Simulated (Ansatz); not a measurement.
Program: Ansatz. Geometries: PBE0-D4/def2-TZVP. ΔE: electronic, gas phase. CCSD(T)/CBS adds triple-zeta CCSD(T) − MP2 to the extrapolated MP2 energy (def2 sets, frozen cores). Each species was taken in one conformer, which may not be the lowest.

Reaction (substitution at a C–C bond): `CC(O)(F)C=O` + `CNC=N` → `CN(C=N)C=O` + `CC(O)F`

```csv
level,ΔE (kJ/mol)
HF/def2-QZVPP,-55.4
CCSD/CBS(def2),-50.7
```

What does CCSD(T)/CBS give? (An estimate is asked.)

Computed: -51.8 kJ/mol. The listed levels differ from it by -3.6, 1.1 kJ/mol.

Largest T1 diagnostic among the species: 0.015.
